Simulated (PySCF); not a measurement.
# Computed NMR parameters against published values

Bonds (- single, = double, # triple, : aromatic): C1-C2 1.500 Å, C2-F3 1.354 Å, C2-F4 1.354 Å. C1 carries H5, H6, H7; C2 carries H8.

Published values to compare with: σ 19F F3/F4 306.0 ppm (measured; gas, 300 K; M. E. Harding, PhD thesis, Mainz 2008 (Harding, Lenhart, Auer, Gauss, JCP 2008, 128, 244111)).
δ 19F F3/F4 -110.0 ppm (measured; G. Saielli, R. Bini, A. Bagno, Computational 19F NMR. 2. Organic compounds, RSC Adv. 2014, ESI (exp. from Berger-Braun-Kalinowski 1994 and Everett 1995)).
σ 19F F3/F4 308.6 ppm (CCSD(T)/13s9p4d3f + vibration and temperature (MP2); gas, 300 K; M. E. Harding, PhD thesis, Mainz 2008 (Harding, Lenhart, Auer, Gauss, JCP 2008, 128, 244111)).
σ 19F F3/F4 320.3 ppm (CCSD(T)/13s9p4d3f; gas (isolated, no vibration); M. E. Harding, PhD thesis, Mainz 2008 (Harding, Lenhart, Auer, Gauss, JCP 2008, 128, 244111)). Coupling constants: 1J(C2,F3) -233.5 Hz, 2J(C1,F3) 22.5 Hz, 1J(C2,H8) 187.9 Hz, 1J(C1,H5) 127.9 Hz, 3J(H5,H8) 4.5 Hz.

[PySCF 2.14: shielding tensors at PBE0/pcSseg-1 (GIAO); J couplings at B3LYP/pcJ-1; PBE0-D3(BJ)/def2-SVP geometry; non-relativistic Hamiltonian; one conformer; no solvent model; averaged over atoms made equivalent by symmetry, fast rotation or ring inversion]

Task: Set the calculated values beside the experiment.

Result: 
Reference values: measured (gas, 300 K; M. E. Harding, PhD thesis, Mainz 2008 (Harding, Lenhart, Auer, Gauss, JCP 2008, 128, 244111)).
| atoms | quantity | reference | computed |
| --- | --- | --- | --- |
| F3/F4 | σ 19F | 306.0 | 303.0 |

Reference values: measured (G. Saielli, R. Bini, A. Bagno, Computational 19F NMR. 2. Organic compounds, RSC Adv. 2014, ESI (exp. from Berger-Braun-Kalinowski 1994 and Everett 1995)).
```json
{"atoms": "F3/F4", "quantity": "δ 19F vs CFCl3", "reference": "-110.0", "computed": "-125.8", "computed, scaled": "-109.8"}
```

Reference values: CCSD(T)/13s9p4d3f + vibration and temperature (MP2) (gas, 300 K; M. E. Harding, PhD thesis, Mainz 2008 (Harding, Lenhart, Auer, Gauss, JCP 2008, 128, 244111)).
```
atoms  quantity  reference  computed
F3/F4     σ 19F      308.6     303.0
```

Reference values: CCSD(T)/13s9p4d3f (gas (isolated, no vibration); M. E. Harding, PhD thesis, Mainz 2008 (Harding, Lenhart, Auer, Gauss, JCP 2008, 128, 244111)).
```json
{"atoms": "F3/F4", "quantity": "σ 19F", "reference": "320.3", "computed": "303.0"}
```

Absolute shieldings are compared as such; zero-point and thermal motion, absent here, lowers them by some tenths of a ppm for H, a few ppm for C and up to about 10 ppm for F.

Computed shifts are σ(ref) − σ with the named reference compound (TMS for H and C) calculated as an isolated molecule at the same level. The measured values may be among those fitted. Shieldings were converted by a linear fit to measured shifts: 19F (scatter 6.9 ppm rms, 7.8 ppm with the 5 outliers that the fit left out vs CFCl3, solution or neat liquid, with a term for F on sp3 carbon). Occasional misses reach two or three times the rms, and more in compound classes unlike the fitted ones.

Coupling constants in Hz:
```tsv
coupling	reference	computed	source
1J(C2,F3)	-233.5	-299.5	measured; solution; Gryff-Keller and Szczecinski, RSC Adv. 2016, 6, 82783
2J(C1,F3)	22.5	23.6	measured; solution; Gryff-Keller and Szczecinski, RSC Adv. 2016, 6, 82783
1J(C2,H8)	187.9	184.5	measured; solution; Gryff-Keller and Szczecinski, RSC Adv. 2016, 6, 82783
1J(C1,H5)	127.9	134.9	measured; solution; Gryff-Keller and Szczecinski, RSC Adv. 2016, 6, 82783
3J(H5,H8)	4.5	5.1	measured; solution (compiled); Pretsch, Buehlmann, Badertscher, Structure Determination of Organic Compounds, 4th ed., Springer 2009
```

Task: How far are the unscaled 19F shieldings from the references?

Result: Mean signed difference -8.63 ppm, mean absolute 8.63 ppm over 3 comparisons; the largest is -17.3 ppm at F3/F4 (fluorine of a CF2 group).

9 of the 12 published NMR values on file for this molecule are compared. The rest: other calculations.
